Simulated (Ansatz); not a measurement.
We consider 1T (CdI2-type) SnSe2, described by HSE06-D3(BJ) in Ansatz (PAW).

Settings: plane-wave cutoff 460 eV, 9×9×4 k mesh (along the axes of the cell as run), Fermi–Dirac smearing 0.01 eV, scalar-relativistic PAW data made under PBE.

Cell (relaxed at this level):

SnSe₂ has the trigonal space group P-3m1 (No. 164), the CdI2 type structure, Pearson symbol hP3. Lattice parameters: a = 3.781 Å, b = 3.781 Å, c = 5.969 Å, α = 90.00°, β = 90.00°, γ = 120.00°. Sn on 1a is coordinated by 6 Se at 2.685 Å (octahedral). Se on 2d is coordinated by 3 Sn at 2.685 Å (trigonal pyramidal). (Neighbours: up to the widest gap in distance over summed covalent radii, below 1.35, at either atom; cation-cation and far metal-metal contacts left out.)

### Question
Estimate the band gap and smallest direct gap on the k points sampled that the calculation returns.

### Answer

- band gap = 1.22 eV
- smallest direct gap on the k points sampled = 1.86 eV

Measured, for comparison: band gap 0.98 eV (temperature not stated, no zero-point or thermal correction, indirect, our sources range from 0.98 to 1.06; as tabulated in Gonzalez and Oleynik (2016), arXiv:1609.04381).

Spin–orbit coupling is not included.

Ansatz is a first-principles code.
